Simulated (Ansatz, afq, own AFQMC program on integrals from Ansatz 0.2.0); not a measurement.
**GeNH2, doublet: AFQMC among the cluster methods**

```csv
atom,x (Å),y (Å),z (Å)
Ge,0.0000,-0.0465,0.2599
N,0.0000,0.1791,-1.2705
H,0.0000,1.3897,0.9208
H,0.0000,-0.5281,-1.9964
```

Connectivity, by distances: GeH–NH.

Basis cc-pVDZ. Only valence electrons are correlated. Ansatz 0.2.0 and our own AFQMC program on the same integrals; the CISD trial comes from CCSD amplitudes, and released means the phaseless constraint is let go. Uncertainties: one standard error, sampling alone. No spin–orbit coupling.

Determinant: UHF, the one that the program's search chose, which needn't be the lowest solution. The geometry is a point of a scan.

No full CI on the walks' own integrals is used here; CCSDT(Q) serves as the reference and is uncertain by about the last step of the cluster series.

Cautions: no relativity below Rb; no spin-orbit coupling; inner d shell frozen; unrestricted determinant slightly spin contaminated (⟨S²⟩ 0.81 against 0.75).

- T1 diagnostic: 0.0392
- weight of the determinant in the CISD state: 0.852
- ⟨S²⟩ of the determinant: 0.807
- size of the correlated space: 11 electrons in 36 orbitals

Reference: CCSDT(Q), correlation energy -7.647 eV. The released energy is read at 2.40 1/Eh (meV from the phaseless value at times in 1/Eh: 11 ± 23 at 0.24, -21 ± 24 at 0.51, -35 ± 16 at 0.99, -55 ± 19 at 1.62, -38 ± 23 at 2.40).

```
         level  E − E(reference) (meV)  share of correlation (%)
            HF                  7646.9                      0.00
           MP2                  1022.3                     86.63
          CCSD                   349.7                     95.43
       CCSD(T)                    71.4                     99.07
         CCSDT                    36.8                     99.52
 ph-AFQMC/CISD             72.6 ± 17.9                     99.05
released AFQMC             34.1 ± 22.6                     99.55
```

A walk keeps the symmetry of its determinant, which the program's search chose and which needn't be the lowest solution, so a lower state of the same spin and another symmetry isn't excluded. Released energies are given only where the last usable release times agree within the noise; a slower fall can still hide under it.
